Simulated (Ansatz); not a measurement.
A made-up structure of Si₂H₃O (charge -1), closed shell:

```tsv
atom	x (Å)	y (Å)	z (Å)
O1	-1.0542	-0.2590	0.5331
Si2	0.0181	-1.6527	0.2211
Si3	0.3491	0.5967	0.1806
H4	-0.1534	-1.7512	-1.3267
H5	0.1135	-2.6485	1.2290
H6	0.7393	1.4910	1.3340
```

It is relaxed with PBE-D4/def2-SVPD and then PBE0-D4/def2-TZVPD (Ansatz 0.2.0). Atoms count as bonded within 1.22 times the sum of their covalent radii (H–H: 0.88 Å). The end point is not checked to be a true minimum.

Question: Does its bonding change? (A judgement: the text doesn't fix the answer.)

Answer: By the calculation: No: no bond forms or breaks.

Where it ends: The first stage lowers the energy by 1.39 eV in 10 steps. It ends as Si₂H₃O ([O]1[SiH][SiH2]1), total charge -1:
```xyz
6
angstrom
O -1.1071 -0.2221 0.3532
Si 0.1116 -1.3418 0.0588
Si 0.2381 0.9280 0.1137
H -0.2338 -2.2168 -1.1233
H 0.2078 -2.3282 1.1979
H 0.7958 0.9572 1.5708
```

Labels in which every atom is bracketed show which atoms are joined, not bond orders.

For scale, one of the runs: PBE0-D4/def2-TZVPD relaxation, 153 basis functions, launched by `ansatz run in.yaml --threads 2 --pin off --events-out ev --progress --plain --max-ram 4352MiB`. The run took about 7.5 s on 2 CPU threads of an AMD EPYC 9R45 (shared host).
